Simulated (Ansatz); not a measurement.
System: trans-ethylamine, C2H7N, charge 0, multiplicity 1. 
Structure (B3LYP-D3(BJ)/def2-TZVP (Ansatz, a quantum-chemistry and plane-wave program) minimum search):
SMILES: C(N)C
```xyz
10

C      1.2101    -0.3675    -0.0020
C      0.0059     0.5734    -0.0002
N     -1.3057    -0.0740     0.0024
H      2.1508     0.1897    -0.0039
H      1.2028    -1.0109     0.8816
H      1.1996    -1.0116    -0.8851
H      0.0502     1.2284    -0.8744
H      0.0533     1.2290     0.8732
H     -1.4054    -0.6706     0.8165
H     -1.4083    -0.6712    -0.8110
```

Q: Give the harmonic wavenumbers at B3LYP-D3(BJ)/def2-TZVP (Ansatz, finite differences of forces, unscaled).

A: 252, 284, 403, 782, 842, 893, 1008, 1060, 1146, 1272, 1383, 1388, 1407, 1486, 1493, 1505, 1663, 3016, 3029, 3052, 3080, 3086, 3474, 3549 cm⁻¹. Zero-point energy 58.0 kcal/mol.

Q: From these and the geometry, give the ideal-gas thermochemistry at 298.15 K and 1 atm (rigid rotor, harmonic oscillator).

A: Point group Cs, rotational symmetry number 1. Rotational constants 32.06, 8.747, 7.818 GHz. S(trans) 37.34, S(rot) 22.51, S(vib) 5.06, S(elec, spin only) 0.00, S 64.9 cal/(mol K). H(298) - H(0) 3.36 kcal/mol; G - E(el) 42.0 kcal/mol. Tabulated S at 1 bar: 67.8 cal/(mol K) (CRC Handbook, as tabulated in the package chemicals); it can hold hindered rotation or other conformers, which this model lacks.
